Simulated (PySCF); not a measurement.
PySCF input (HF/6-311G**):

```python
import numpy as np, basis_set_exchange as bse
from pyscf import gto, scf, dft, df
from pyscf.prop.nmr import rhf as nmr

basis = {'C': gto.basis.parse(bse.get_basis('6-311G**', elements=['C'], fmt='nwchem')), 'H': gto.basis.parse(bse.get_basis('6-311G**', elements=['H'], fmt='nwchem')), 'O': gto.basis.parse(bse.get_basis('6-311G**', elements=['O'], fmt='nwchem'))}
mol = gto.M(
    atom='''
    O    -0.00091616   -0.01015443    0.67280603
    C     0.00071614    0.00793741   -0.52591197
    H    -0.00265489    0.95544190   -1.09932737
    H     0.00568738   -0.92183092   -1.12764904
    ''',
    basis=basis,
    charge=0,
    verbose=4,
    max_memory=2160,
)
mf = scf.RHF(mol)
mf.conv_tol = 1e-9
mf.max_cycle = 100
print('smallest overlap eigenvalue', np.linalg.eigvalsh(mol.intor('int1e_ovlp'))[0])
mf.kernel()
dip = mf.dip_moment()
n = nmr.NMR(mf)
n.verbose = 2
n.max_cycle_cphf = 60
sigma = n.kernel()
for i, x in enumerate(sigma):
    print(mol.atom_symbol(i), i + 1, round(x.trace() / 3, 3))
```

Output:

```
PySCF version 2.14.0

[INPUT] verbose = 4
[INPUT] num. atoms = 4
[INPUT] num. electrons = 16
[INPUT] charge = 0
[INPUT] spin (= nelec alpha-beta = 2S) = 0
[INPUT] symmetry False subgroup None
[INPUT] Mole.unit = angstrom
[INPUT] Symbol           X                Y                Z      unit          X                Y                Z       unit  Magmom
[INPUT]  1 O     -0.000916160000  -0.010154430000   0.672806030000 AA   -0.001731291486  -0.019189091651   1.271419131656 Bohr   0.0
[INPUT]  2 C      0.000716140000   0.007937410000  -0.525911970000 AA    0.001353308467   0.014999531038  -0.993829588930 Bohr   0.0
[INPUT]  3 H     -0.002654890000   0.955441900000  -1.099327370000 AA   -0.005017014991   1.805523518934  -2.077427650538 Bohr   0.0
[INPUT]  4 H      0.005687380000  -0.921830920000  -1.127649040000 AA    0.010747590566  -1.742007971956  -2.130947850229 Bohr   0.0

nuclear repulsion = 31.3982277027652
number of shells = 24
number of NR pGTOs = 78
number of NR cGTOs = 48
basis = {'C': [[0, [4563.24, 0.00196665], [682.024, 0.0152306], [154.973, 0.0761269], [44.4553, 0.260801], [13.029, 0.616462], [1.82773, 0.221006]], [0, [20.9642, 0.11466], [4.80331, 0.919999], [1.45933, -0.00303068]], [0, [0.483456, 1.0]], [0, [0.145585, 1.0]], [1, [20.9642, 0.0402487], [4.80331, 0.237594], [1.45933, 0.815854]], [1, [0.483456, 1.0]], [1, [0.145585, 1.0]], [2, [0.626, 1.0]]], 'H': [[0, [33.865, 0.0254938], [5.09479, 0.190373], [1.15879, 0.852161]], [0, [0.32584, 1.0]], [0, [0.102741, 1.0]], [1, [0.75, 1.0]]], 'O': [[0, [8588.5, 0.00189515], [1297.23, 0.0143859], [299.296, 0.070732], [87.3771, 0.240001], [25.6789, 0.594797], [3.74004, 0.280802]], [0, [42.1175, 0.113889], [9.62837, 0.920811], [2.85332, -0.00327447]], [0, [0.905661, 1.0]], [0, [0.255611, 1.0]], [1, [42.1175, 0.0365114], [9.62837, 0.237153], [2.85332, 0.819702]], [1, [0.905661, 1.0]], [1, [0.255611, 1.0]], [2, [1.292, 1.0]]]}
ecp = {}
smallest overlap eigenvalue 0.013452882168757783

******** <class 'pyscf.scf.hf.RHF'> ********
method = RHF
initial guess = minao
damping factor = 0
level_shift factor = 0
DIIS = <class 'pyscf.scf.diis.CDIIS'>
diis_start_cycle = 1
diis_space = 8
diis_damp = 0
SCF conv_tol = 1e-09
SCF conv_tol_grad = None
SCF max_cycles = 100
direct_scf = True
direct_scf_tol = 1e-13
Set gradient conv threshold to 3.16228e-05
Initial guess from minao.
init E= -114.000093404208
  HOMO = -0.313115280933765  LUMO = -0.00832839771133465  gap/eV = 8.29367
cycle= 1 E= -113.793959726401  delta_E= 0.206  |g|= 0.672  |ddm|= 1.43
  HOMO = -0.351411733618757  LUMO = 0.0984469494010376  gap/eV = 12.24128
cycle= 2 E= -113.839106478262  delta_E= -0.0451  |g|= 0.581  |ddm|= 0.638
  HOMO = -0.436208737380237  LUMO = 0.112164017430359  gap/eV = 14.92198
cycle= 3 E= -113.896977446613  delta_E= -0.0579  |g|= 0.0438  |ddm|= 0.313
  HOMO = -0.429862504487655  LUMO = 0.132257962116476  gap/eV = 15.29608
cycle= 4 E= -113.89788811786  delta_E= -0.000911  |g|= 0.0188  |ddm|= 0.0532
  HOMO = -0.435907367725065  LUMO = 0.130093416037212  gap/eV = 15.40167
cycle= 5 E= -113.898083452512  delta_E= -0.000195  |g|= 0.00798  |ddm|= 0.0263
  HOMO = -0.437204453024968  LUMO = 0.130750038149856  gap/eV = 15.45483
cycle= 6 E= -113.898135940384  delta_E= -5.25e-05  |g|= 0.00254  |ddm|= 0.0168
  HOMO = -0.437865095268108  LUMO = 0.130880658692661  gap/eV = 15.47636
cycle= 7 E= -113.898139095766  delta_E= -3.16e-06  |g|= 0.000388  |ddm|= 0.00405
  HOMO = -0.43788767601837  LUMO = 0.130912264907796  gap/eV = 15.47783
cycle= 8 E= -113.898139159513  delta_E= -6.37e-08  |g|= 5.35e-05  |ddm|= 0.000548
  HOMO = -0.437882211838797  LUMO = 0.130902330056216  gap/eV = 15.47742
cycle= 9 E= -113.898139161272  delta_E= -1.76e-09  |g|= 1.06e-05  |ddm|= 0.000128
  HOMO = -0.437881840473967  LUMO = 0.130902742638991  gap/eV = 15.47742
cycle= 10 E= -113.898139161328  delta_E= -5.62e-11  |g|= 1.42e-06  |ddm|= 2.14e-05
  HOMO = -0.437881731606822  LUMO = 0.130902751670927  gap/eV = 15.47741
Extra cycle  E= -113.898139161329  delta_E= -5.12e-13  |g|= 5.42e-07  |ddm|= 1.56e-06
converged SCF energy = -113.898139161329
Dipole moment(X, Y, Z, Debye):  0.00374,  0.04145, -2.74605
O 1 -452.654
C 2 3.819
H 3 22.975
H 4 22.975
```
